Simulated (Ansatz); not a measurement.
Basis-set extrapolation for C$_{5}$H$_{10}$, SMILES `C=CC(C)C` (PBE0-D4/def2-TZVP geometry, frozen core, the Gaussian-basis code of Ansatz). Multiplicity 1, RHF reference.

```json
{"": "HF", "def2-TZVPP": "-195.217184", "def2-QZVPP": "-195.226364"}
{"": "MP2 correlation", "def2-TZVPP": "-0.858463", "def2-QZVPP": "-0.911762"}
{"": "CCSD(T) correlation", "def2-TZVPP": "-0.949494", "def2-QZVPP": "not run"}
```

Energies in hartree. Use E(X) = E(∞) + A·exp(−7.88·√X) for Hartree–Fock and E(X) = E(∞) + B·X^(−2.97) for correlation, with X = 3 and 4, and add CCSD(T) minus MP2 of the smaller set to the MP2 limit.

Q: What is the CCSD(T) energy at the basis-set limit?

A: HF limit: -195.226364 + (-0.009180) × 0.13774 = -195.22763. MP2 limit: -0.911762 + (-0.053299) × 0.74074 = -0.95124. Higher-order term: -0.949494 − (-0.858463) = -0.09103. Total: -196.26990 hartree, 2.81 eV below CCSD(T)/def2-TZVPP.
